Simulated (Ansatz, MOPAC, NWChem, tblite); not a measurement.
## SF4 (sulfur tetrafluoride): the highest harmonic wavenumber at each level's own minimum, rung by rung

SF4, singlet, SMILES `FS(F)(F)F`. Each level relaxes the structure for itself.

Quantity: the highest harmonic wavenumber at each level's own minimum, in cm⁻¹. The values are calculated.

| level | kind | program | value (cm⁻¹) |
| --- | --- | --- | --- |
| MNDO | semi-empirical | MOPAC | 1019 |
| PM3 | semi-empirical | MOPAC | 813 |
| GFN1-xTB | semi-empirical | tblite | 790 |
| PM7 | semi-empirical | MOPAC | 847 |
| HF/STO-3G | Hartree–Fock | Ansatz | 1035 |
| HF/3-21G | Hartree–Fock | Ansatz | 1011 |
| HF/6-31G* (Cartesian functions) | Hartree–Fock | Ansatz | 999 |
| HF/cc-pVTZ | Hartree–Fock | Ansatz | 1018 |
| BP86-D3(BJ)/def2-SVP | GGA | NWChem | 826 |
| PBE/def2-SVP | GGA | Ansatz | 830 |

Harmonic and unscaled. The values span 790 to 1035 cm⁻¹.
